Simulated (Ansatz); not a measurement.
Geometry optimisation, Ansatz, RHF/STO-3G.

input.yaml

```yaml
crystal:
  periodic: [false, false, false]
  atoms:
    - { symbol: C, position_ang: [0.2166, 0.719, -0.4592] }
    - { symbol: C, position_ang: [-0.2686, -0.609, 0.0151] }
    - { symbol: O, position_ang: [-0.076, -0.7175, 1.3981] }
    - { symbol: Cl, position_ang: [-1.9186, -0.8444, -0.2982] }
    - { symbol: H, position_ang: [-0.0039, 0.8758, -1.5626] }
    - { symbol: H, position_ang: [-0.362, 1.5763, 0.062] }
    - { symbol: H, position_ang: [1.2623, 0.9184, -0.2727] }
    - { symbol: H, position_ang: [0.3264, -1.3822, -0.5029] }
    - { symbol: H, position_ang: [-0.37339, -1.64389, 1.6991] }
basis:
  gaussian: { orbitals: STO-3G }
hamiltonian:
  xc: hf
relax:
  f_tol: 0.015
  max_steps: 40
```

Launched with:

```bash
$ ansatz run input.yaml --threads 1 --pin off --max-ram 2048MiB --backend cpu --events-out ev --progress --plain --runs-dir out
```

Q: Where does it end, and by what steps?

A: The run converged. Limits of this set-up: minimal basis. After 5 steps the energy has fallen by 0.768 eV; Cl4 moved furthest, 0.14 Å.

| step | energy less start (eV) | largest force component (eV/Å) | accepted |
| --- | --- | --- | --- |
| 0 | 0.0000 | 5.566 | yes |
| 1 | -0.6951 | 2.074 | yes |
| 2 | -0.7615 | 0.495 | yes |
| 3 | -0.7675 | 0.173 | yes |
| 4 | -0.7681 | 0.033 | yes |
| 5 | -0.7682 | 0.005 | yes |

```xyz
9
Properties=species:S:1:pos:R:3
C 0.201 0.777 -0.460
C -0.250 -0.612 0.037
O -0.050 -0.687 1.433
Cl -2.031 -0.872 -0.384
H 0.037 0.863 -1.529
H -0.355 1.554 0.055
H 1.260 0.899 -0.248
H 0.274 -1.413 -0.505
H -0.284 -1.617 1.679
```

Time of the run: 5 s on 1 thread of Arm Neoverse V1, with other jobs on the host, peak memory 0.1 GiB.
